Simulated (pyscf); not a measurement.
`[SH][GeH2]` [doublet] + `[H][H]` → `[SH][GeH3]` + `[H]` [doublet], a hydrogen abstraction (doublet surface; H–H broken, Ge–H formed). Structures and frequencies: ωB97X-D3(BJ)/def2-SVP in PySCF. Energies in kJ/mol from the separated reactants.

Small-basis levels: PySCF, no dispersion term, spherical d functions. AM1 to PM7: differences of heats of formation from MOPAC, which are fitted to 298 K values and so differ in kind from electronic energies by zero-point and thermal terms. Open shells are spin-unrestricted. 

| level | barrier | reaction energy |
|---|---|---|
| HF/3-21G | 91.8 | +62.4 |
| HF/6-31G*+LANL2DZ | [?] | +67.1 |
| B3LYP/STO-3G | 99.9 | +98.7 |
| B3LYP/3-21G | 99.8 | +104.4 |
| B3LYP/LANL2DZ | 109.4 | +111.0 |
| B3LYP/6-31G*+LANL2DZ | [?] | +111.4 |
| B3LYP/6-311+G**+LANL2DZ | 105.2 | +107.0 |
| B3LYP/def2-SVP | 95.9 | +99.3 |
| AM1 | 181.8 | +202.9 |
| ωB97M-D3(BJ)/def2-TZVP | [?] | +94.9 |

Question: Some entries are withheld; supply them.

Answer: 
- HF/6-31G*+LANL2DZ, barrier: 98.2
- B3LYP/6-31G*+LANL2DZ, barrier: 109.5
- ωB97M-D3(BJ)/def2-TZVP, barrier: 106.2

Against the last row the barrier runs from -14.4 (HF/3-21G) to +75.6 kJ/mol (AM1). At B3LYP/3-21G, B3LYP/LANL2DZ, B3LYP/6-31G*+LANL2DZ, B3LYP/6-311+G**+LANL2DZ, B3LYP/def2-SVP, AM1 this geometry lies under one side, so the entry may be no barrier of that level: it is a single point on another level's saddle. ωB97M-D3(BJ)/def2-TZVP has limits of its own. This is the saddle that the search found; another between the same sides may lie lower. The angle at the transferred H is 179°. In the def2 sets elements up to Kr have no core potential.
